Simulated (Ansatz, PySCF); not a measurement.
Where PBE holds and where it fails for rock-salt NaCl

Programs: Ansatz (an electronic-structure program), PySCF.

```
property                                          PBE     LDA  PBEsol  r²SCAN   HSE06       reference  PBE less reference
--------------------------------------  -------------  ------  ------  ------  ------  --------------  ------------------
lattice parameter a (Å)                         5.696   5.464   5.602   5.608   5.653           5.569             +2.28 %
bulk modulus (GPa)                               23.6    32.1    25.8    27.5    25.0            27.6             -14.5 %
cohesive energy (eV/atom)                        3.11    3.49    3.23    3.28    3.12            3.34       -0.23 eV/atom
band gap (eV), at the measured cell     5.11 (direct)    4.69    4.94    5.90    6.48            8.97            -3.86 eV
electronic dielectric constant ε∞                2.48    2.67    2.57    2.41       –           2.33*              +6.4 %
static dielectric constant                       6.58    5.47    6.02    5.50       –           5.89*             +11.7 %
Born effective charge (magnitude) (e)            1.11    1.07    1.09    1.08       –            1.1*              +0.9 %
TO(Γ) frequency (cm⁻¹)                            151     188     166     174       –  172* (164–178)             -12.2 %
zone-centre LO phonon frequency (cm⁻¹)            246     270     255     262       –            265*              -7.2 %
elastic constant C11 (GPa)                       47.2    70.1    54.8    59.3    50.7            57.3             -17.6 %
elastic constant C44 (GPa)                       12.4    12.9    12.1    13.7    13.1            13.3              -6.8 %
polycrystal shear modulus (GPa)                  14.3    17.8    15.3    17.1    15.3               –                   –
formation enthalpy (eV/atom)                   -1.847  -1.980  -1.853  -2.098  -1.944          -2.140      +0.293 eV/atom
```

PBE is well off the measurement for the lattice constant a (+2.28 %, at least halved by PBEsol, r²SCAN); bulk modulus (-14.5 %, at least halved by PBEsol, r²SCAN); band gap (-3.86 eV); elastic constant C11 (-17.6 %, at least halved by PBEsol, r²SCAN); formation enthalpy (+0.293 eV/atom, at least halved by r²SCAN).  In between, or not called against an uncorrected reference: cohesive energy (-0.23 eV/atom), high-frequency dielectric constant (+6.4 %), static dielectric constant (+11.7 %), Born effective charge (magnitude) (+0.9 %), zone-centre TO phonon frequency (-12.2 %), zone-centre LO phonon frequency (-7.2 %), elastic constant C44 (-6.8 %). Where no measured value is used, PBE differs from HSE06 by -6.5 % in the Voigt–Reuss–Hill shear modulus.

A star marks values at room or unstated temperature without corrections; heat and zero-point motion as a rule enlarge cells and lower moduli and gaps.

Low-temperature values still hold zero-point motion unless their source removed it.

Called good within 0.30 % for the lattice constant a, 5.0 % for the bulk modulus, 0.10 eV/atom for the cohesive energy (and 5 % of it), 0.10 eV for the band gap (and a fifth of it), 5.0 % for the elastic constant C11, 5.0 % for the elastic constant C44, 0.030 eV/atom for the formation enthalpy (and a fifth of it).

Called well off beyond 0.62 % for the lattice constant a, 12.5 % for the bulk modulus, 0.25 eV/atom for the cohesive energy, 1.57 eV for the band gap, 50 % for the high-frequency dielectric constant, 25 % for the static dielectric constant, 15.0 % for the Born effective charge (magnitude), 25 % for the zone-centre TO phonon frequency, 15.0 % for the zone-centre LO phonon frequency, 12.5 % for the elastic constant C11, 12.5 % for the elastic constant C44, 0.062 eV/atom for the formation enthalpy (bounds picked here from the quality of each reference).

Brackets give the range of the sources taken for a reference, where it is wide.

Differences are worked out from the printed values.

The references are measured values: lattice constant a corrected to a static lattice, bulk modulus corrected to a static lattice, cohesive energy corrected to a static lattice, band gap low temperature, high-frequency dielectric constant room temperature, unchecked, static dielectric constant room temperature, Born effective charge (magnitude) temperature unstated, zone-centre TO phonon frequency temperature unstated, zone-centre LO phonon frequency temperature unstated, elastic constant C11 low temperature, elastic constant C44 low temperature, formation enthalpy corrected to a static lattice.

Unless a row names a cell, each level is at its own relaxed cell.

Density-functional gaps are differences of (generalised) Kohn–Sham levels.

Caveats: exact exchange on metals is sensitive to the k mesh and can open a false gap (HSE06). Ansatz's density-functional and Hartree–Fock values are scalar-relativistic unless marked +SOC, with PAW data made under PBE.

References as tabulated in Mejia-Rodriguez and Trickey (2018), arXiv:1807.09216; arXiv:2311.05107; X. Wang et al., RSC Advances (2016); Chen et al. (2018), doi:10.1103/physrevmaterials.2.073803 and others.
